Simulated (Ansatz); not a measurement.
CaB6-type LaB6 was calculated with PBEsol in Ansatz (plane waves, PAW).

Numerical settings: plane-wave cutoff 520 eV, 14×14×14 k mesh, Fermi–Dirac smearing 0.05 eV, scalar-relativistic PAW data made under PBE.

Energies at three volumes about the minimum:

```json
[
 {"V (Å³/atom)": "9.860", "E − E_lowest (meV/atom)": "2.35"},
 {"V (Å³/atom)": "10.061", "E − E_lowest (meV/atom)": "0.00"},
 {"V (Å³/atom)": "10.262", "E − E_lowest (meV/atom)": "2.18"}
]
```

Fit a parabola by hand: where is the minimum, what lattice constant follows, and what is the bulk modulus?

Slopes: (0.00 − 2.35)/(10.061 − 9.860) = -11.692 and (2.18 − 0.00)/(10.262 − 10.061) = 10.846 meV/Å³. Curvature E″ = 2 × (10.846 − (-11.692))/(10.262 − 9.860) = 112.129 meV/Å⁶. From the middle of the first interval, the slope vanishes at V0 = 9.9605 − (-11.692)/112.129 = 10.065 Å³/atom. B = V0 E″ = 10.065 × 112.129 meV/Å³ × 0.1602 GPa per meV/Å³ = 181 GPa. With 7 atoms in the cube, a = (7 × 10.065)^(1/3) = 4.130 Å. The full Birch–Murnaghan fit to all volumes gives V0 = 10.062 Å³/atom and B0 = 180 GPa.

Shape and atoms are relaxed at each volume.

Measured, for comparison: bulk modulus 164 ± 2 GPa (room temperature, no zero-point or thermal correction, isothermal; as tabulated in LaB6 under pressure, Phys. Rev. B 80, 172104 (doi 10.1103/PhysRevB.80.172104)); lattice constant a 4.157 Å (296 K, no zero-point or thermal correction; as tabulated in Tsubota and Kitagawa (2017), doi:10.1038/s41598-017-15766-y). Computed less measured: bulk modulus +10 %.

Ansatz is an electronic-structure program.
